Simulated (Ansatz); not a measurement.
Calculated with Ansatz (gas phase, PBE0-D4/def2-TZVP geometries, no zero-point term in ΔE). CCSD(T)/CBS is frozen-core, at the limit of the def2 triple- and quadruple-zeta sets. Functionals use def2-TZVPP. HSE06 is defined as in plane-wave codes. Open shells (•) are unrestricted, without spin–orbit coupling. Spin–orbit coupling would lower the free atoms: a little for C.

Reaction (atomization): `C#N` → C• + H• + N•

CCSD(T)/CBS gives +1302.4 kJ/mol.

Question: Another level gave +1229.4 kJ/mol. Which?
A. HSE06-D4/def2-TZVPP
B. BHLYP/def2-TZVPP
C. LC-ωPBE/def2-TZVPP
D. MP2/def2-TZVPP

Answer: B. BHLYP 1229.4, LC-ωPBE 1296.9, HSE06-D4 1303.9, MP2/def2-TZVPP 1310.2 kJ/mol.

Largest T1 diagnostic among the species: 0.014.

At CCSD(T), def2-SVP lies −71.5 kJ/mol from the extrapolated value and def2-TZVPP −40.7 kJ/mol: correlation converges slowly with the basis, and small sets miss more of it in the bonded molecule than in its fragments. In def2-TZVPP, CCSD(T) changes the Hartree–Fock value by +428.0 kJ/mol (the triples alone add +34.6 kJ/mol) and MP2 by +476.6 kJ/mol; breaking electron pairs costs correlation energy, which Hartree–Fock lacks. From PBE to PBE0 (25 % exact exchange), in def2-TZVPP and without D4, ΔE moves by −62.7 kJ/mol: exact exchange takes away binding that semilocal exchange gives to molecules.

CCSD(T)/CBS has its own doubt, a few kJ/mol and more with outer-core shells, so smaller differences from it don't rank the levels.
